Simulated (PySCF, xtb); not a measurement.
Bonds broken one at a time in the series B NH2-H. Gas-phase values, no solvent. Strings in code marks are SMILES.

Quantity: homolytic bond dissociation enthalpy at 298 K (no spin–orbit term), in eV. Thermal and zero-point terms are GFN2-xTB rigid-rotor harmonic values (xtb).

A: N–B bond of `NB(N)N`, giving `N[B]N` and `[NH2]`
B: B–N bond of `BN`, giving `[BH2]` and `[NH2]`
C: N–B bond of `NBN`, giving `[BH]N` and `[NH2]`

Task: Put the candidates in order of homolytic bond dissociation enthalpy at 298 K (no spin–orbit term), lowest first, for PBE-D3(BJ)/def2-TZVP // B3LYP-D3(BJ)/def2-TZVP (PySCF).

Result: A (5.22 eV), C (5.53 eV), B (6.23 eV)
